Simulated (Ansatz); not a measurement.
One elementary step

Start structure (CH4FS, doublet), relaxed at PBE0-D4/def2-TZVP:

```xyz
7
angstrom
H -0.6922 -0.4185 0.5518
C 0.2991 -0.8572 0.4235
F 1.0419 -0.0405 -0.4103
S -1.4243 2.3754 -0.9248
H 0.2189 -1.8447 -0.0344
H 0.8077 -0.9296 1.3865
H -0.2512 1.7152 -0.9925
```

The step: CH₃F ([CH3][F]) + HS → CH₂F ([CH2][F]) + H₂S; bonds formed: H1–S4; bonds broken: H1–C2. Ansatz 0.2.0; basis: def2-TZVPP and def2-QZVPP; cores frozen in the correlated methods; orbitals are unrestricted. Extrapolation: Hartree–Fock as exp(−7.88 √X), correlation as X^−2.97. Energies below are by CCSD(T) at an estimated basis limit (MP2 extrapolated from triple and quadruple zeta, plus CCSD(T) − MP2 in triple zeta).

Question: What are the electronic barrier and the energy of the step, from the start structure to the end structure? (An estimate is asked for; the value comes from the calculation.)

Answer: The calculation gives: Barrier 82.5 kJ/mol; step energy 58.6 kJ/mol (uphill); reverse barrier, their difference, 23.9 kJ/mol. Barrier and step energy count from the start structure, the reverse barrier from the end structure.

The saddle point: One imaginary mode of 616i cm⁻¹.
```json
{"pair": "H1–S4", "start (Å)": "3.24", "saddle (Å)": "1.46", "end (Å)": "1.35"}
{"pair": "H1–C2", "start (Å)": "1.09", "saddle (Å)": "1.57", "end (Å)": "2.52"}
```

Zero-point energy (harmonic, PBE0-D4): ZPE is 123.2 kJ/mol at the start and 106.7 kJ/mol at the saddle, so the barrier goes from 82.5 to 66.0 kJ/mol.

The T1 diagnostic stays at or below 0.016. ⟨S²⟩ of the unrestricted Hartree–Fock references: 0.76 to 0.79 (a pure state has 0.75).

Labels in which every atom is bracketed show which atoms are joined, not bond orders.

For scale, one of the runs: CCSD(T)/def2-TZVPP, 160 basis functions, launched by `ansatz run in.yaml --threads 4 --pin off --events-out ev --progress --plain --max-ram 9574MiB`. The run took 18 s on 4 CPU threads of an AMD EPYC 9R45 (shared host), with 2.9 GiB of host memory at its peak.
